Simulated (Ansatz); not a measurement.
Molecule: N₂O, net charge 1, doublet state. SMILES of the parent species: N#[N+][O-]
Structure (B3LYP-D3(BJ)/def2-TZVP (Ansatz, a program for electronic structure) minimum search):
```
N
N 1 1.1352
O 1 1.1853 2 180.00
```
Charge +1, spin multiplicity 2.

Parts of the frozen-core correlation energy in cc-pVDZ (Ansatz, hartree). Frozen orbitals: 3; correlated occupied orbitals by spin: 8 and 7; virtual: 31 and 32. Open shells are spin-unrestricted. No spin-orbit coupling. Non-relativistic.

```json
[
 {"term": "reference (HF)", "value": "-183.28900"},
 {"term": "MP2 opposite-spin", "value": "?"},
 {"term": "MP2 same-spin", "value": "?"},
 {"term": "CCSD correlation", "value": "-0.46847"},
 {"term": "(T)", "value": "?"},
 {"term": "CCSDT minus CCSD(T)", "value": "-0.00124"},
 {"term": "T1 diagnostic", "value": "0.047"},
 {"term": "largest doubles amplitude", "value": "0.104"},
 {"term": "<S^2> of the reference", "value": "1.007"}
]
```

Question: Fill in the missing entries.

Answer: 
- MP2 opposite-spin, value: -0.31220
- MP2 same-spin, value: -0.11984
- (T), value: -0.02001
